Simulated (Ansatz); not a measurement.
bcc Fe was calculated with PBE in Ansatz (PAW).

Run with plane-wave cutoff 500 eV, 36×36×36 k mesh, Fermi–Dirac smearing 0.1 eV, spin-polarised with parallel moments, scalar-relativistic PAW data made under PBE.

Cell (relaxed at this level):

```cif
data_Fe
_chemical_formula_sum 'Fe1'
_space_group_name_H-M_alt 'P 1'
_space_group_IT_number 1
_cell_length_a 2.45248
_cell_length_b 2.45248
_cell_length_c 2.45248
_cell_angle_alpha 109.471
_cell_angle_beta 109.471
_cell_angle_gamma 109.471
loop_
_space_group_symop_operation_xyz
  'x, y, z'
loop_
_atom_site_label
_atom_site_type_symbol
_atom_site_fract_x
_atom_site_fract_y
_atom_site_fract_z
_atom_site_occupancy
Fe1 Fe 0.00000 0.00000 0.00000 1
```

### Question
Predict the magnetic moment per atom (the cell's total over its atoms).

### Answer

- magnetic moment per atom (the cell's total over its atoms): 2.16 μB

Moments are spin moments.

Ansatz is an electronic-structure program.
